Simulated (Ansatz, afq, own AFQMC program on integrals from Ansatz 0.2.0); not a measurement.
Two steps: Ansatz 0.2.0 writes the Fock matrix and Cholesky factors of the valence space, and afq projects on them the lowest state that overlaps trial and start.

```yaml
crystal:
  periodic: [false, false, false]
  atoms:
    - {symbol: Al, position_ang: [0.000000, 0.000000, 1.418000]}
    - {symbol: Al, position_ang: [0.000000, 0.000000, -1.418000]}
    - {symbol: H, position_ang: [0.000000, 1.353331, 2.261815]}
    - {symbol: H, position_ang: [0.000000, -1.353331, 2.261815]}
    - {symbol: H, position_ang: [0.000000, 1.353331, -2.261815]}
    - {symbol: H, position_ang: [0.000000, -1.353331, -2.261815]}
basis:
  gaussian: {orbitals: 6-31G}
magnetization: {spin_polarized: false}
correlation: {method: ccsd_t, electrons: outside_noble_gas, hamiltonian_folder: ham}
```

```sh
$ ansatz run in.yaml --threads 1 --pin off --events-out ev --progress --plain --max-ram 1382MiB
```

afq runs on the folder ham with

```
--method free --trial cisd --walkers 190 --time-step 0.03 --max-blocks 80 --target-error 0.00038 --factor-cut 1e-05 --seed 9437 --times 0,0.21,0.42,0.81,1.2,1.8,2.4,3 --taylor-order 8
```

Times are imaginary, in 1/Eh. The walk had a cap of 519 s.

```
orbitals 24  electrons 5 5  factors 163 of 404
reference energy -486.04060132 Eh
CCSD correlation -0.10179133 Eh in 10 cycles, weight of the determinant in the CISD state 0.9124
repeat  energy at the last time / Eh  error
    10  -486.144709  0.000175
    20  -486.144837  0.000136
    30  -486.144802  0.000110
time / (1/Eh)  energy / Eh  error  mean overlap
  0.00  -486.142449  0.000063  1.0959
  0.21  -486.142983  0.000058  1.0941
  0.42  -486.143458  0.000066  1.0924
  0.81  -486.143826  0.000066  1.1011
  1.20  -486.144151  0.000069  1.1047
  1.80  -486.144459  0.000076  1.0998
  2.40  -486.144646  0.000081  1.0925
  3.00  -486.144787  0.000107  1.0921
energy -486.144787 +/- 0.000107 Eh
```

Estimate how long the walk took on 1 thread of Arm Neoverse N1 (shared host).

91 s of wall time.

The run failed at least one of its tests; the cautions name the faults.

Against this walk (error 2.9 meV) on the same determinant: CCSD(T) 21.8 meV higher, CCSDT(Q) 0.6 meV higher (within the noise), CCSDTQ 0.3 meV lower (within the noise). The error is statistical, and a free projection of finite length keeps a remainder of its start. The last points still move (meV from the last: 26.2 ± 1.8 at 0.81, 17.3 ± 1.9 at 1.20, 8.9 ± 2.1 at 1.80, 3.8 ± 2.2 at 2.40, 0 ± 3 at 3.00), but the last one has reached CCSDTQ within the noise or passed it, so little can be left to fall.

Cautions: remainder of the start not in the error; start not forgotten.

CCSDT and higher add their correlation energy to the determinant of the CCSD(T) run, since their own runs factorise the integrals more tightly (a shift of under 2 meV). A walk keeps the symmetry of its determinant, which the program's search chose and which needn't be the lowest solution, so a lower state of the same spin and another symmetry isn't excluded.
